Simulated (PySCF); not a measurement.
## Working out the ionisation energy of Si

Si [Ne] 3s2 3p2 (3P) → Si⁺ [Ne] 3s2 3p1 (2P). Calculation: PySCF 2.14, in aug-cc-pCVTZ-DK; the spin-free X2C one-electron Hamiltonian (Gaussian nucleus). Frozen: [Ne]. Energies in hartree (1 hartree = 27.21139 eV):

```csv
part,Si (lower),Si⁺ (upper)
UHF,-289.459292,-289.178982
CCSD correlation,-0.075044,-0.058905
(T),-0.002586,-0.001103
```

Question: What does Hartree-Fock give?

Answer: (-289.178982) − (-289.459292) = 0.280310 hartree = 7.628 eV.

Question: What do CCSD and CCSD(T) give?

Answer: The CCSD correlation energies differ by 0.016139 hartree = 0.439 eV and the triples by 0.001483 hartree = 0.040 eV, so CCSD gives 8.067 eV and CCSD(T) 8.107 eV.

Measured between the centres of the two terms (NIST): 8.157 eV, so CCSD(T) (valence) is off by -0.050 eV.

What remains against the reference includes basis incompleteness, the frozen core and higher excitations.
